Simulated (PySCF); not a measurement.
dimethyl ether (C2H6O), SMILES COC.

Coordinates come from a B3LYP-D3(BJ)/def2-TZVP optimisation.

Calculation: PySCF with B3LYP/def2-TZVPD.

Symmetry labels are those of the subgroup C2v that the program uses (full group C2v).

Computed valence orbital energies around the gap with their symmetry:
```csv
orbital,symmetry,energy (eV)
HOMO−7,A1,-17.47
HOMO−6,B1,-13.13
HOMO−5,A1,-12.97
HOMO−4,B2,-12.95
HOMO−3,A2,-10.89
HOMO−2,B1,-10.41
HOMO−1,A1,-8.90
HOMO,B2,-7.23
LUMO,A1,0.11
LUMO+1,B1,0.78
LUMO+2,A1,1.23
LUMO+3,B2,1.47
```
